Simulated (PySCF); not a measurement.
Fill in the blanks.

Compound: C3H5S (charge -1).
InChI=1S/C3H6S/c4-3-1-2-3/h3-4H,1-2H2/p-1

```json
{"property": "point group of the GFN2-xTB geometry", "level": "GFN2-xTB", "value": "Cs"}
{"property": "rotational constants A, B, C of the GFN2-xTB geometry", "level": "GFN2-xTB", "value": "?"}
{"property": "HOMO energy", "level": "PBE0/pcSseg-1", "value": "?"}
{"property": "LUMO energy", "level": "PBE0/pcSseg-1", "value": "5.74 eV"}
{"property": "13C chemical shifts (computed TMS as zero) by class", "level": "GIAO PBE0/pcSseg-1", "value": "21.8 (1 C), 15.5 (2 C) ppm"}
{"property": "1H chemical shifts (computed TMS as zero) by class", "level": "GIAO PBE0/pcSseg-1", "value": "?"}
{"property": "isotropic shieldings of nuclei other than C and H, by class", "level": "GIAO PBE0/pcSseg-1", "value": "?"}
```

The electronic properties come from PySCF, for the isolated species, density fitting. The HOMO energy is positive, so at this level the finite basis confines the outermost electrons. No diffuse functions stand in pcSseg-1, which bears on an anion's orbital energies.

Task: The rotational constants A, B, C of the GFN2-xTB geometry?

Result: 17.080, 3.911, 3.623 GHz.

Task: What are the 1H chemical shifts (computed TMS as zero) by class?

Result: 2.12 (1 H), 0.18 (2 H), -0.96 (2 H) ppm.

Task: The isotropic shieldings of nuclei other than C and H, by class?

Result: 609 (1 S) ppm.

Task: Give the HOMO energy.

Result: 0.73 eV.

With B = h/(8π²I), that is 505.379 GHz u Å² over I, the principal moments of inertia are 29.6, 129.2 and 139.5 u Å² (most abundant isotopes). The rotational constants make it an asymmetric top with κ = (2B − A − C)/(A − C) = -0.96, nearer the prolate limit (−1).
